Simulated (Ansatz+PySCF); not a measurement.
The numbers below are computed, except where a source is named.
A run of PySCF 2.14.0 on triplet AlN at this shape:

```yaml
atoms:
  - { symbol: Al, position_ang: [0.0000, 0.0000, 0.0000] }
  - { symbol: N, position_ang: [0.0000, 0.0000, 2.0600] }
```

Its results:

| Property | Result |
| --- | --- |
| Converged | yes |
| Reference energy | -296.23013 hartree |
| CCSD correlation energy | -0.11367 hartree |
| Triples correction | -0.00369 hartree |
| Total energy | -296.34749 hartree |
| Spin squared of the determinant | 2.553 |

Problem. Which input gives this output? Name the method, the orbitals and the basis set, and write the input.

Solution. UHF-CCSD(T) in 6-31G.

```python
from pyscf import gto, scf, cc

mol = gto.M(atom="""
Al 0.000000 0.000000 0.000000
N 0.000000 0.000000 2.060000
""", basis='6-31g', charge=0, spin=2)
mf = scf.UHF(mol)
mf.kernel()
mycc = cc.CCSD(mf, frozen=6).run()
et = mycc.ccsd_t()
print(mf.e_tot, mycc.e_corr, et, mycc.e_tot + et)
```

This is not the lowest solution: another run reaches a determinant 0.57 eV lower. Caution: the unrestricted determinant is spin contaminated; another reference gives a lower total.
